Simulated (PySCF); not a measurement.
All values below come from TPSSh-D3(BJ)/def2-TZVP // BP86-D3(BJ)/def2-SVP run with PySCF. All species are isolated molecules in the gas phase. 

Reference species (SMILES): `N#CC` (neutral, multiplicity 1).

```yaml
HOMO–LUMO gap: 8.80 eV
HOMO: -8.59 eV
dipole_moment: 3.99 D
```

Changed species: `OC` (free base CH3OH; the reference has free base CH3CN).

**Question.** What does the change do to the HOMO–LUMO gap, HOMO and dipole moment?

**Answer.** the HOMO–LUMO gap falls by 1.05 eV, to 7.75 eV; the HOMO rises by 1.59 eV, to -7.00 eV; the dipole moment falls by 2.34 D, to 1.65 D.
